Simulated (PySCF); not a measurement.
SMILES CP(=C)(C)C, C4H11P

Geometry (Å), atoms numbered from 1 in this order:
```xyz
16

C     0.2086    1.4120    1.4242
P     0.0919    0.2315    0.2027
C     1.3408   -0.3613   -1.0797
C    -1.3138    0.6531   -0.8808
C    -0.3671   -1.3560    0.9757
H     0.9827    1.1522    2.1448
H     0.3925    2.3975    0.9985
H     0.9456   -1.1407   -1.7269
H     2.2195   -0.7370   -0.5558
H     1.6418    0.4929   -1.6857
H    -1.0655    1.5427   -1.4571
H    -2.1677    0.8731   -0.2434
H    -1.5462   -0.1650   -1.5600
H    -0.6106   -2.1054    0.2249
H     0.4628   -1.7085    1.5855
H    -1.2231   -1.1722    1.6217
```

Computed, not measured: GIAO mPW1PW91/3-21G magnetisability, rotational g tensor and spin-rotation constants, non-relativistic, gas phase in PySCF 2.14.0. Geometry: GFN2-xTB.

Q: What are the magnetisability and the molar susceptibility?

A: Isotropic -1283 × 10⁻³⁰ J/T², or -77.3 × 10⁻⁶ cm³/mol; principal values -1330, -1261, -1259 × 10⁻³⁰ J/T², anisotropy 70 × 10⁻³⁰ J/T² (root of half the summed squared differences of the principal values). The susceptibility is in cgs units.

Q: Split it along the inertial axes a, b, c into diamagnetic and paramagnetic parts about the centre of mass, with the quadrupole moment.

A: 
```csv
axis,χ (10⁻⁶ cm³/mol),diamagnetic (10⁻⁶ cm³/mol),paramagnetic (10⁻⁶ cm³/mol),summed x² of all electrons (Å²),quadrupole Θ (D Å)
a,-79.9,-440.9,361.0,63.7,-8.86
b,-75.8,-475.4,399.6,55.6,+5.75
c,-76.1,-506.2,430.1,48.3,+3.10
```
Anisotropies 2χaa − χbb − χcc = -7.9 and 2χbb − χaa − χcc = +4.4 × 10⁻⁶ cm³/mol. Θ is traceless in Buckingham's convention.

Q: And the rotational g tensor?

A: 
```csv
axis,rotational constant (GHz),g,nuclear part,electronic part
a,3.7810,+0.0183,0.6595,-0.6412
b,3.4409,-0.0039,0.6421,-0.6459
c,3.1787,-0.0008,0.6415,-0.6423
```
Asymmetric top; isotopes 12C, 1H, 31P; no vibrational averaging.
